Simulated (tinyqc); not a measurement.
Geometry optimisation on the UHF/sto-3g surface (energies and gradients from PySCF), for CH2, spin multiplicity 3, step by step. Computed by tinyqc, a small Python program that keeps every step (integrals from PySCF). Settings: charge = 0, multiplicity = 3, basis = sto-3g, optimiser = bfgs, first Hessian = 0.15, largest step = 0.3, iteration cap = 30. Command: `OMP_NUM_THREADS=1 python tinyqc.py 30885 30886 out.jsonl` (the two numbers bound the seeds that draw the settings). One thread of a shared host (Intel(R) Xeon(R) Processor @ 2.60GHz), about 0.5 s of CPU time with the checks.

## Step 1: energy and gradient

positions at the start (bohr):
```
            x          y         z
1C  -0.007559  -0.035905  0.007559
2H  -0.051023   1.640282  1.269896
3H   0.013228  -1.647841  1.079034
```

Self-consistent energy and analytic gradient at these positions.

energy = -38.42559724 hartree

gradient (hartree/bohr):
```
              x            y            z
1C   0.00150583  -0.07113803  -0.01672313
2H  -0.00033172   0.00221258   0.03150783
3H  -0.00117412   0.06892546  -0.01478470
```

## Step 1: move

Quasi-Newton step p = -H^(-1) g (first H = 0.15 times the unit matrix); steps longer than 0.3 bohr are cut back (factor 0.423 here).

positions after step 1 (bohr):
```
            x          y         z
1C  -0.011807   0.164761  0.054731
2H  -0.050087   1.634041  1.181019
3H   0.016540  -1.842266  1.120738
```

## Step 2: energy and gradient

As before.

energy = -38.41195729 hartree

gradient (hartree/bohr):
```
              x            y            z
1C  -0.00346188   0.17571204   0.01329147
2H   0.00267092  -0.10983075  -0.06346027
3H   0.00079096  -0.06588129   0.05016880
```

## Step 2: move

inverse Hessian in use (bohr^2/hartree):
```
           1          2          3          4          5          6          7          8
1   6.665315   0.067713   0.007008   0.000905  -0.035298  -0.025422   0.000447  -0.032414
2   0.067713   3.285010  -0.374048  -0.043588   1.673226   1.281952  -0.024125   1.708430
3   0.007008  -0.374048   6.677683  -0.008284   0.380251   0.114935   0.001276  -0.006202
4   0.000905  -0.043588  -0.008284   6.666334   0.008667   0.018299  -0.000572   0.034920
5  -0.035298   1.673226   0.380251   0.008667   6.565855  -0.734378   0.026631  -1.572414
6  -0.025422   1.281952   0.114935   0.018299  -0.734378   6.194465   0.007123  -0.547574
7   0.000447  -0.024125   0.001276  -0.000572   0.026631   0.007123   6.666792  -0.002506
8  -0.032414   1.708430  -0.006202   0.034920  -1.572414  -0.547574  -0.002506   6.530650
9   0.018414  -0.907904  -0.125952  -0.010015   0.354127   0.357267  -0.008399   0.553777

           9
1   0.018414
2  -0.907904
3  -0.125952
4  -0.010015
5   0.354127
6   0.357267
7  -0.008399
8   0.553777
9   6.435352
```

Quasi-Newton step p = -H^(-1) g (the inverse Hessian comes from BFGS updates; coordinates in the order x, y, z of each atom); steps longer than 0.3 bohr are cut back (factor 0.931 here).

positions after step 2 (bohr):
```
            x          y         z
1C  -0.009449   0.026319  0.084517
2H  -0.054852   1.870549  1.210377
3H   0.018948  -1.940332  1.061595
```

## Convergence

Stop when the largest gradient component is below 3e-5 hartree/bohr. The inverse Hessian follows the BFGS update with s = step, y = change of gradient.

Course of the optimisation:
```
step   E (hartree)  largest gradient (hartree/bohr)
1     -38.42559724                         7.11e-02
2     -38.41195729                         1.76e-01
3     -38.42845510                         5.50e-02
4     -38.42363900                         1.32e-01
5     -38.43599496                         1.32e-02
6     -38.43622041                         4.20e-03
7     -38.43623427                         1.88e-04
8     -38.43623434                         7.03e-06
```

Final distances (angstrom):
```
pair   distance
2H-1C  1.082051
3H-1C  1.082048
3H-2H  1.924097
```

Converged in 8 steps.
